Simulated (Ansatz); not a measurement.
The input, for Ansatz 0.2.0:

```yaml
crystal:
  periodic: [false, false, false]
  atoms:
    - {symbol: Cl, position_ang: [0.000000, 0.000000, 0.000000]}
    - {symbol: H, position_ang: [0.000000, 0.000000, 3.535000]}
basis:
  gaussian: {orbitals: cc-pVDZ}
correlation: {method: fic_mrcisd_q, electrons: valence, active_space: {window: {electrons: 6, orbitals: 7}}}
accuracy: high
```

```sh
$ ansatz run in.yaml --threads 1 --pin off --events-out ev --progress --plain --max-ram 2393MiB
```

Output:

```
389 factors; integrals over basis functions are off by at most 5.4e-9 eV
mean field evaluation 1: about -12508.1002 eV, gradient 1.9e1 eV
mean field evaluation 2: about -12508.1003 eV, gradient 1.9e1 eV
mean field evaluation 4: about -12509.1735 eV, gradient 9.8e0 eV
mean field evaluation 8: about -12511.8098 eV, gradient 5.2e-1 eV
mean field evaluation 16: about -12510.5216 eV, gradient 1.2e0 eV
mean field evaluation 32: about -12510.6146 eV, gradient 5.5e-1 eV
mean field -12511.80991353 eV, -459.8005335127 hartree, gradient 7.1e-8 eV, S^2 0.000000; 5 other end points of the search recorded, 0 dependent functions left out; unrestricted orbitals would lower it
reference -12511.80991353 eV, -459.8005335127 hartree; 9, 9 occupied and 14, 14 virtual orbitals, 389 factors
state -12517.35598810 eV, -460.0043479940 hartree
contracted CI cycle   1: correlation 0.00000000 eV, 0.0000000000 hartree, residual 1.31e1 eV
contracted CI cycle   2: correlation -2.44196170 eV, -0.0897404371 hartree, residual 1.95e0 eV
contracted CI cycle   3: correlation -2.50029965 eV, -0.0918843173 hartree, residual 3.52e-1 eV
contracted CI cycle   4: correlation -2.50222344 eV, -0.0919550153 hartree, residual 5.81e-2 eV
contracted CI cycle   5: correlation -2.50227967 eV, -0.0919570818 hartree, residual 1.20e-2 eV
contracted CI cycle   6: correlation -2.50228253 eV, -0.0919571869 hartree, residual 3.62e-3 eV
contracted CI cycle   7: correlation -2.50228292 eV, -0.0919572013 hartree, residual 1.49e-3 eV
contracted CI cycle   8: correlation -2.50228297 eV, -0.0919572030 hartree, residual 4.29e-4 eV
contracted CI cycle   9: correlation -2.50228297 eV, -0.0919572031 hartree, residual 1.31e-4 eV
contracted CI cycle  10: correlation -2.50228297 eV, -0.0919572031 hartree, residual 2.78e-5 eV
state -12517.35598810 eV, -460.0043479940 hartree; corrected -12519.95250110 eV, -460.0997680869 hartree
state -12517.31737934 eV, -460.0029291482 hartree
contracted CI cycle   1: correlation 0.00000000 eV, 0.0000000000 hartree, residual 1.30e1 eV
contracted CI cycle   2: correlation -2.46297495 eV, -0.0905126601 hartree, residual 2.04e0 eV
contracted CI cycle   3: correlation -2.52653503 eV, -0.0928484499 hartree, residual 3.53e-1 eV
contracted CI cycle   4: correlation -2.52846862 eV, -0.0929195079 hartree, residual 6.71e-2 eV
contracted CI cycle   5: correlation -2.52853851 eV, -0.0929220762 hartree, residual 1.69e-2 eV
contracted CI cycle   6: correlation -2.52854284 eV, -0.0929222354 hartree, residual 4.40e-3 eV
contracted CI cycle   7: correlation -2.52854311 eV, -0.0929222453 hartree, residual 9.71e-4 eV
contracted CI cycle   8: correlation -2.52854312 eV, -0.0929222458 hartree, residual 2.13e-4 eV
contracted CI cycle   9: correlation -2.52854312 eV, -0.0929222458 hartree, residual 4.62e-5 eV
contracted CI cycle  10: correlation -2.52854312 eV, -0.0929222458 hartree, residual 9.83e-6 eV
contracted CI cycle  11: correlation -2.52854312 eV, -0.0929222458 hartree, residual 2.17e-6 eV
state -12517.31737934 eV, -460.0029291482 hartree; corrected -12519.94559880 eV, -460.0995144319 hartree
state -12517.35598810 eV, -460.0043479940 hartree; corrected -12519.95250110 eV, -460.0997680869 hartree
the orbitals are reached from a further start. From the first start the search ends at -12517.31691694 eV, -460.0029121555 hartree
Total energy: -12519.95250110 eV, -460.0997680869 hartree
```

Ran on 1 thread of Arm Neoverse V1, shared host: 12 s wall, 0.13 GiB peak host memory.
